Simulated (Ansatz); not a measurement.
Cartesian coordinates in Å:
```
C -0.616 1.164 -0.527
C -0.287 0.057 0.109
C 0.733 -0.954 0.312
S -0.833 -1.117 1.253
H -1.574 1.642 -0.372
H 0.080 1.617 -1.223
H 0.890 -1.703 -0.458
H 1.606 -0.706 0.908
```

Charge 0, multiplicity 1.

(1) List the B3LYP/def2-TZVPP orbital energies in eV (Ansatz 0.2.0). (Estimate.)

Answers

(1) Ansatz gave: Occupied: -2418.16, -278.24, -278.20, -276.88, -216.13, -160.69, -160.63, -160.46, -24.20, -20.05, -17.41, -14.72, -12.97, -12.85, -12.16, -9.25, -8.81, -8.37, -6.31. Lowest empty: -0.43, -0.27, 1.51, 1.60, 2.08, 2.95, 3.05, 3.57.

B3LYP here is the variant with VWN-RPA as its local correlation; programs differ in this.
